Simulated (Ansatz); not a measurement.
The input, for Ansatz 0.2.0:

```yaml
crystal:
  periodic: [false, false, false]
  atoms:
    - {symbol: Ge, position_ang: [0.000000, -0.086975, 1.033304]}
    - {symbol: Si, position_ang: [0.000000, 0.623522, -1.256992]}
    - {symbol: O, position_ang: [0.000000, -0.667282, -2.281334]}
    - {symbol: H, position_ang: [0.000000, -0.513860, -3.230336]}
basis:
  gaussian: {orbitals: cc-pVDZ}
total_charge: 1
magnetization: {spin_polarized: true, initial_magnetization: 4}
correlation: {method: ccsdt_q, electrons: outside_noble_gas}
```

```sh
$ ansatz run in.yaml --threads 1 --pin off --events-out ev --progress --plain --max-ram 2393MiB
```

Log:

```
1218 factors; integrals over basis functions are off by at most 1.5e-7 eV
mean field evaluation 1: about -66369.7062 eV, gradient 4.2e1 eV
mean field evaluation 2: about -66369.7663 eV, gradient 4.2e1 eV
mean field evaluation 4: about -66378.0570 eV, gradient 4.2e0 eV
mean field evaluation 8: about -66378.4059 eV, gradient 5.1e-1 eV
mean field evaluation 16: about -66378.4439 eV, gradient 6.3e-4 eV
mean field evaluation 32: about -66378.4271 eV, gradient 2.0e-1 eV
mean field evaluation 64: about -66376.3221 eV, gradient 9.9e-4 eV
mean field evaluation 96: about -66378.3686 eV, gradient 9.9e-1 eV
mean field evaluation 128: about -66376.9971 eV, gradient 5.8e0 eV
mean field evaluation 160: about -66370.4148 eV, gradient 1.7e1 eV
...
cycle  14  -8.81053747 eV  change    4.4e-6 eV  update   4.9e-5
cycle  15  -8.81058132 eV  change   -4.4e-5 eV  update   2.8e-5
cycle  16  -8.81060247 eV  change   -2.1e-5 eV  update   1.6e-5
cycle  17  -8.81058975 eV  change    1.3e-5 eV  update   8.8e-6
cycle  18  -8.81058689 eV  change    2.9e-6 eV  update   5.0e-6
cycle  19  -8.81058939 eV  change   -2.5e-6 eV  update   3.0e-6
cycle  20  -8.81059066 eV  change   -1.3e-6 eV  update   1.6e-6
cycle  21  -8.81059131 eV  change   -6.5e-7 eV  update   1.0e-6
cycle  22  -8.81059286 eV  change   -1.5e-6 eV  update   6.4e-7
cycle  23  -8.81059362 eV  change   -7.6e-7 eV  update   3.5e-7
perturbative correction -0.03469505 eV, -0.0012750194 hartree
Total energy: -66387.28918053 eV, -2439.6878784637 hartree
```

Ran on 1 thread of Arm Neoverse V2, shared host: 88 s wall, 0.66 GiB peak host memory.
